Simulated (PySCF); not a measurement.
# AlO−: from the state search to spectroscopic constants

The task here is to estimate one member of a computed series from the others.

Computed with PySCF 2.14.0. Level: Al aug-cc-pVDZ-DK, O aug-cc-pVDZ-DK, spin-free X2C with a Gaussian nucleus.

2 further runs of the same task are left out: 2 set aside as unsound or not needed.

Set-up of the first run:

Settings of the job:

- atoms: Al, O
- charge: -1
- basis: Al aug-cc-pVDZ-DK, O aug-cc-pVDZ-DK
- Hamiltonian: spin-free X2C with a Gaussian nucleus
- basis functions: 50
- electrons treated: 22
- masses in u: 26.9815, 15.9949
- levels: PBE0, PBE, r²SCAN, r²SCAN0, revPBE, B97-3, HSE06, MP2, SCS-MP2, CCSD, CCSD(T)
- grid: 80 radial by 434 angular points
- occupations: held fixed by the projection of orbital angular momentum
- dissociation limit: Al + O−, each in its ground configuration
- starting distance in angstrom: 1.895
- values of 2S to try: 0, 2

Launch:

```
> OMP_NUM_THREADS=1 python dia.py task.json out
```

Among the steps run: Input; PBE0 along the bond; PBE; r²SCAN; r²SCAN0 (hybrid meta-GGA); revPBE (GGA); B97-3 (global hybrid GGA); HSE06; Correlated methods on the Hartree–Fock reference.

One of the session's tables, all rows but one given; the rest of the session is left out.

It belongs to the step «The curves together». Energy (eV) from each level's lowest point:

```
R (Å)  RHF-MP2  RHF-SCS-MP2  RHF-CCSD  RHF-CCSD(T)    PBE
1.435    1.624        1.587       n/a          n/a  1.498
1.501    0.791        0.761     0.673        0.733  0.709
1.568    0.303        0.282     0.226        0.263  0.255
1.618    0.103        0.088     0.058        0.078  0.076
1.668    0.010        0.003     0.000        0.000  0.000
1.718        ?            ?         ?            ?      ?
1.785    0.082        0.092     0.159        0.108  0.103
1.868    0.291        0.315     0.435        0.343  0.331
1.968    0.640        0.680     0.865        0.720  0.697
2.102    1.192        1.252       n/a          n/a  1.261
```

Q: Estimate the row for R (Å) = 1.718 from the others.

Worked estimate for «RHF-MP2». A straight line through the neighbours (1.668, 0.010) and (1.785, 0.082) gives 0.010 + (0.082 − 0.010) × (1.718 − 1.668) / (1.785 − 1.668) = 0.041; a parabola fitted to 4 rows on both sides gives 0.007.

The run gave: RHF-MP2: 0.000; RHF-SCS-MP2: 0.000; RHF-CCSD: 0.026; RHF-CCSD(T): 0.005; PBE: 0.004. In «RHF-MP2» the line misses by +0.041 and the parabola by +0.007.
